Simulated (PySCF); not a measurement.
**CF⁻: from constants to spectrum**

UHF-CCSD(T) constants of CF⁻, ³Σ⁻ (triplet), unpaired electrons π ↑↑ (basis C def2-TZVPPD, F def2-TZVPPD; no relativity; PySCF 2.14; masses 12.0000 and 18.9984 u):

```
ωe           : 777.2 cm⁻¹
ωexe         : 9.66 cm⁻¹
Be           : 1.0776 cm⁻¹
αe           : 0.0202 cm⁻¹
De to C + F⁻ : 2.53 eV
```

(1) What force constant and bond length do these constants imply?

(2) Estimate the centrifugal constant D from the Kratzer relation and find the Dunham coefficient a1.

Correlated steps freeze 2 core orbitals. For an ion De counts to the pair picked by the measured ionisation energies or electron affinities, which need not be the lowest pair at this level. The state is the lowest determinant that a PBE0 search found; another state may lie lower at other levels.

Results:

(1) Reduced mass μred = 7.3546 u; k = 5.8918×10⁻⁷·μred·ωe² (u, cm⁻¹, mdyn/Å) = 2.62 mdyn/Å; Re = √(16.8576/(μred·Be)) (u, cm⁻¹, Å) = 1.458 Å.

(2) D = 4Be³/ωe² = 8.29e-06 cm⁻¹; a1 = −1 − αeωe/(6Be²) = -3.25.
